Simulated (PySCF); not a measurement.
Nitrosyl hydride, HNO, SMILES N=O, point group Cs.

Level: PBE0/pcSseg-2 in PySCF (density fitting, grid level 2); geometry and Hessian at that level, cubic constants and property derivatives from steps of ±0.6 along each species' dimensionless normal coordinates, second-order vibrational perturbation theory. The parent has the commonest isotopes.

Equilibrium geometry (Å):

```
atom        x        y        z
  N1  -0.0533   0.4292  -0.0090
  O2   0.9647  -0.1871  -0.0464
  H3  -0.8655  -0.2522   0.0052
```

(1) Give the equilibrium and ground-state rotational constants (MHz) of parent; ¹⁵N at 1; ¹⁸O at 2; ¹⁵N at 1, ¹⁸O at 2; ²H at 3; ¹⁸O at 2, ²H at 3; ¹⁵N at 1, ²H at 3.

(2) How is the parent's vibrational correction B0 − Be made up?

(3) And its quartic centrifugal distortion constants from the harmonic force field?

(4) Which nuclear quadrupole couplings χaa, χbb, χcc (MHz) does the parent show, at equilibrium and averaged?

Results:

(1) 
| species | Ae | Be | Ce | A0 | B0 | C0 | Δ0 (u Å²) | harmonic ZPE (cm⁻¹) |
| --- | --- | --- | --- | --- | --- | --- | --- | --- |
| parent | 563960 | 43564 | 40440 | 558460 | 43492 | 40180 | 0.053 | 3103 |
| ¹⁵N at 1 | 559580 | 42304 | 39331 | 554040 | 42241 | 39088 | 0.053 | 3083 |
| ¹⁸O at 2 | 563510 | 41248 | 38435 | 557940 | 41183 | 38199 | 0.053 | 3078 |
| ¹⁵N at 1, ¹⁸O at 2 | 559140 | 39980 | 37312 | 553530 | 39923 | 37092 | 0.053 | 3057 |
| ²H at 3 | 319030 | 39785 | 35374 | 317560 | 39666 | 35092 | 0.069 | 2520 |
| ¹⁸O at 2, ²H at 3 | 318400 | 37643 | 33663 | 316890 | 37532 | 33404 | 0.069 | 2493 |
| ¹⁵N at 1, ²H at 3 | 314300 | 38873 | 34595 | 312800 | 38764 | 34327 | 0.070 | 2497 |

Δ0 = Ic − Ia − Ib from the ground-state constants.

(2) 
```json
{"axis": "a", "harmonic": "13600", "Coriolis": "-0", "cubic": "-19100", "total (MHz)": "-5510"}
{"axis": "b", "harmonic": "215", "Coriolis": "-0", "cubic": "-286", "total (MHz)": "-71.6"}
{"axis": "c", "harmonic": "89.7", "Coriolis": "-4.08", "cubic": "-345", "total (MHz)": "-259"}
```

(3) Asymmetric top, A reduction, Ir representation: ΔJ = 107 kHz, ΔJK = 2770 kHz, ΔK = 124000 kHz, δJ = 8.12 kHz, δK = 1780 kHz.

(4) 14N at 1: -0.5, -5.7, 6.2 and -0.6, -5.5, 6.1.
